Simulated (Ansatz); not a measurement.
This Ansatz (an electronic-structure program) input (MP2/def2-TZVPP) gives -55.77265 Eh with 59 basis functions. A basis named .json is the Basis Set Exchange file of that set (core-valence sets with the plain set on hydrogen).

Ansatz 0.2 input:
```yaml
crystal:
  periodic: [false, false, false]
  atoms:
    - {symbol: N, position_ang: [0.00456047, 0.00186225, 0.14178543]}
    - {symbol: H, position_ang: [-0.02755881, 0.79955398, -0.50646319]}
    - {symbol: H, position_ang: [-0.00436445, -0.81258975, -0.48603483]}
basis:
  gaussian:
    orbitals: def2-TZVPP
    fitting: {mean_field: def2-universal-jkfit, correlation: cc-pVTZ-RIFIT.json}
magnetization: {spin_polarized: true, initial_magnetization: 1}
correlation: {method: mp2, electrons: outside_noble_gas}
```

Change:
```diff
- fitting: {mean_field: def2-universal-jkfit, correlation: cc-pVTZ-RIFIT.json}
+ fitting: {mean_field: def2-universal-jkfit, correlation: cc-pVDZ-RIFIT.json}
```

### Question
What does the run give now?

### Answer
-55.77317 Eh (MP2/def2-TZVPP, 59 functions), a change of -0.52 mEh.
